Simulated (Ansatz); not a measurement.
Relaxing Re3Pt

Method: Ansatz, DFT r2SCAN, scalar-relativistic, plane waves, PAW. Cutoff 500 eV, Γ-centred k mesh, Gaussian smearing, no spin polarisation in the final step.

The start is a database structure of Re3Pt, space group P-6m2 (No. 187).

```xyz
4
Lattice="2.7881 0.0000 0.0000 -1.3941 2.4146 0.0000 0.0000 0.0000 9.0039" Properties=species:S:1:pos:R:3 pbc="T T T"
Re    0.0000    0.0000    4.5019
Re    1.3941    0.8049    2.2879
Re    1.3941    0.8049    6.7160
Pt    0.0000    0.0000    0.0000
```

Steps on the 6×6×2 mesh (4 atoms). 5 of 5 steps are shown, and the free energy counts from the last. Trial steps that were taken back and renewals of the plane-wave basis can be among the rows.

```csv
step,ΔF (meV/atom),V (Å³/atom),P (GPa),largest force component (eV/Å)
1,14.5,15.15,-9.82,0.052
2,126.0,13.57,36.21,0.190
3,0.3,14.79,-1.55,0.010
4,-0.1,14.72,0.13,0.008
5,0.0,14.72,0.12,0.008
```

A final relaxation ran on a 18×18×6 mesh. The relaxed crystal, P-6m2 (No. 187):

```
Re Pt
1.0
     2.76204    0.00000    0.00000
    -1.38102    2.39200    0.00000
     0.00000    0.00000    8.92891
Re Pt
3 1
Direct
  0.00000 0.00000 0.50000
  0.66667 0.33333 0.25347
  0.66667 0.33333 0.74653
  0.00000 0.00000 0.00000
```

- Volume per atom: 14.75 Å³
- Density: 21.22 g/cm³
- Energy over the elements: -0.05 eV/atom
- Gap on the 18×18×6 mesh: 0 eV (a metal)

Energies over the elements count from the elements' standard structures at the same level, with no empirical corrections.

The final run used a 18×18×6 mesh on its 4-atom cell and 0.10 eV smearing. The k mesh leaves about 4 meV/atom of noise in metals. Spin–orbit coupling is left out.

Symmetry constrained the relaxation, so the result can be a saddle point.

Cost: 3 runs of about 4.5 core-minutes in all, on Intel Xeon Platinum 8488C (Sapphire Rapids) (shared hosts).